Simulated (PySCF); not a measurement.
Species: isopropyl formate, C4H8O2.
SMILES: `CC(OC=O)C`

Vertical excitations from PySCF (density fitting, frozen core in the response, grid level 2 and gas phase unless stated; continuum runs use non-equilibrium linear response for the excitations) on a GFN2-xTB geometry. Reference run:

```json
{"settings": "wB97X-D/def2-SVPD, full TDDFT, 8 singlets", "S1, eV (f)": "6.00 (0.002)", "S2, eV (f)": "8.22 (0.091)", "S3, eV (f)": "8.52 (0.089)", "S4, eV (f)": "8.59 (0.003)", "S5, eV (f)": "9.06 (0.010)", "S6, eV (f)": "9.17 (0.112)", "T1, eV (Tamm–Dancoff)": "5.49", "mean α (au)": "56.4"}
```

Problem. What do these settings give: (1) PBE/Sadlej pVTZ, IEF-PCM dimethylsulfoxide, energy threshold 1e-11 Eh, start guess atom, TDA, 1 singlet; (2) HSE06/6-311+G(2d,p), start guess vsap, full TDDFT, 3 singlets; (3) B97-D/def2-SVPD, IEF-PCM tetrahydrofuran, TDA, 1 singlet; (4) KT3/pcseg-1, IEF-PCM chloroform, fitting basis def2-qzvpp-jkfit, TDA, 6 singlets?

Solution. 
```json
{"settings": "PBE/Sadlej pVTZ, IEF-PCM dimethylsulfoxide, energy threshold 1e-11 Eh, start guess atom, TDA, 1 singlet", "S1, eV (f)": "5.80 (0.003)", "S2, eV (f)": "–", "S3, eV (f)": "–", "S4, eV (f)": "–", "S5, eV (f)": "–", "S6, eV (f)": "–", "T1, eV (Tamm–Dancoff)": "–", "mean α (au)": "80.2"}
{"settings": "HSE06/6-311+G(2d,p), start guess vsap, full TDDFT, 3 singlets", "S1, eV (f)": "5.94 (0.002)", "S2, eV (f)": "7.55 (0.002)", "S3, eV (f)": "7.96 (0.080)", "S4, eV (f)": "–", "S5, eV (f)": "–", "S6, eV (f)": "–", "T1, eV (Tamm–Dancoff)": "–", "mean α (au)": "55.9"}
{"settings": "B97-D/def2-SVPD, IEF-PCM tetrahydrofuran, TDA, 1 singlet", "S1, eV (f)": "5.94 (0.003)", "S2, eV (f)": "–", "S3, eV (f)": "–", "S4, eV (f)": "–", "S5, eV (f)": "–", "S6, eV (f)": "–", "T1, eV (Tamm–Dancoff)": "–", "mean α (au)": "73.3"}
{"settings": "KT3/pcseg-1, IEF-PCM chloroform, fitting basis def2-qzvpp-jkfit, TDA, 6 singlets", "S1, eV (f)": "6.08 (0.002)", "S2, eV (f)": "7.44 (0.029)", "S3, eV (f)": "7.51 (0.004)", "S4, eV (f)": "7.65 (0.083)", "S5, eV (f)": "8.29 (0.003)", "S6, eV (f)": "8.30 (0.109)", "T1, eV (Tamm–Dancoff)": "5.51", "mean α (au)": "60.5"}
```

(1) S1 moves by -0.20 eV; functional, basis, environment and response scheme change together, so the shift can't be laid on one. (2) S1 moves by -0.06 eV; functional and basis change together, so the shift can't be laid on one. (3) S1 moves by -0.06 eV; functional, environment and response scheme change together, so the shift can't be laid on one. (4) S1 moves by +0.08 eV; functional, basis, environment and response scheme change together, so the shift can't be laid on one. States are counted by energy in each run and needn't keep their character from row to row.

All basis functions are spherical, in the Pople sets too. KT3 was designed for NMR shieldings or shifts; total energies of different functionals aren't comparable.

Problem. Give the leading configurations of S1 (H = HOMO, L = LUMO) and the HOMO–LUMO gap of each run.

Solution. 
| settings | S1 configurations (weight) | S1 (eV) | orbital gap (eV) | S1 − gap (eV) |
| --- | --- | --- | --- | --- |
| wB97X-D/def2-SVPD, full TDDFT, 8 singlets | H→L 0.94 | 6.00 | 12.22 | -6.22 |
| PBE/Sadlej pVTZ, IEF-PCM dimethylsulfoxide, energy threshold 1e-11 Eh, start guess atom, TDA, 1 singlet | H→L 0.99 | 5.80 | 5.59 | +0.21 |
| HSE06/6-311+G(2d,p), start guess vsap, full TDDFT, 3 singlets | H→L 0.95 | 5.94 | 7.51 | -1.57 |
| B97-D/def2-SVPD, IEF-PCM tetrahydrofuran, TDA, 1 singlet | H→L 1.00 | 5.94 | 5.75 | +0.19 |
| KT3/pcseg-1, IEF-PCM chloroform, fitting basis def2-qzvpp-jkfit, TDA, 6 singlets | H→L 1.00 | 6.08 | 5.94 | +0.14 |

The species at its GFN2-xTB geometry (one conformer only).

Shape of the structure used: `[CH3:1][CH:2]([CH3:3])[O:4][CH:5]=[O:6]`: C1–C2–O4–C5 -83°, C2–O4–C5–O6 0°.

Note: B97-D and wB97X-D ran without an empirical dispersion term, which enters the total energy and its gradient alone.
